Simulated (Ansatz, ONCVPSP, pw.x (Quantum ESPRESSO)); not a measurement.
From atom to crystal: ONCV potential for silicon (Si)

- Element: silicon (Si)
- Generator: ONCVPSP 4.0.1.1 (patched build)
- Type: optimised norm-conserving Vanderbilt (ONCV)
- Functional: LDA (Perdew-Wang 92)
- Relativity: scalar-relativistic
- Frozen core: [Ne]
- Valence charge: 4
- Reference configuration: 3s2 3p2
- Partial waves: 3s: rc 1.80 bohr, ncon 4, nbas 8, qcut 3.7 1/bohr, 1 projector; 3p: rc 1.65 bohr, ncon 4, nbas 8, qcut 5.5 1/bohr, 1 projector; d scattering state at 0.4 Ha: rc 1.85 bohr, ncon 5, nbas 8, qcut 5.7 1/bohr, 1 projector
- Local potential: polynomial inside 1.30 bohr (lpopt 3, dvloc0 0 Ha)
- Core correction: Teter function, fcfact 4.25, rcfact 1.75

Atomic tests: cutoffs needed: 7.7 Ha and 43 Ha (the cutoffs (Ha) at which the residual kinetic energy of the hardest occupied pseudo-wave falls to 1 and 0.1 mHa per electron); ghost test: no bound ghost flagged; no localised positive-energy state flagged; largest excitation error: -240 meV (all-electron minus pseudo) for 3s1 3p0, out of 4 test configurations.

Crystal test: diamond Si in pw.x 7.5, no spin, 9³ k-points, Fermi–Dirac smearing 0.01 Ry, cutoffs 100/400 Ry. The reference is all-electron LAPW (Ansatz 0.2.0) with the same functional, mesh and smearing; V0 and B0 come from Birch–Murnaghan fits to the pressures at five volumes. Errors are pseudo minus all-electron; Δ is the rms difference of the E(V) curves that follow from these fits, minima aligned, over ±6 % about the mean V0. Mesh and smearing are coarse, so the numbers serve the comparison and aren't converged zero-temperature values; the lattice is a test structure that the element need not adopt.

```json
{"V (Å³/atom)": "18.709", "P all-electron (GPa)": "5.46", "P pseudo (GPa)": "6.87"}
{"V (Å³/atom)": "19.202", "P all-electron (GPa)": "2.53", "P pseudo (GPa)": "3.84"}
{"V (Å³/atom)": "19.694", "P all-electron (GPa)": "-0.03", "P pseudo (GPa)": "1.17"}
{"V (Å³/atom)": "20.186", "P all-electron (GPa)": "-2.29", "P pseudo (GPa)": "-1.18"}
{"V (Å³/atom)": "20.679", "P all-electron (GPa)": "-4.26", "P pseudo (GPa)": "-3.23"}
```

All-electron: a0 = 5.400 Å (V0 = 19.69 Å³/atom), B0 = 96.2 GPa.

Pseudopotential: mean pressure error (GPa): +1.21; a0 (Å): 5.423; a0 error (%): +0.41; B0 error (%): -1.3; Δ (meV/atom): 5.1.

At the middle volume, how do free energy and pressure move when the wave cutoff is lowered (ecutrho kept at four times it)?

| cutoff (Ry) | shift of F (meV/atom) | shift of P (GPa) |
| --- | --- | --- |
| 45 | +11.2 | +0.00 |
| 60 | +5.8 | +0.02 |
| 80 | +4.4 | -0.00 |

The run at the middle volume (35 k-points, 7 iterations) took about 38 s on one core of a shared host (Neoverse-N1, 64 threads, 124 GiB, load 57).
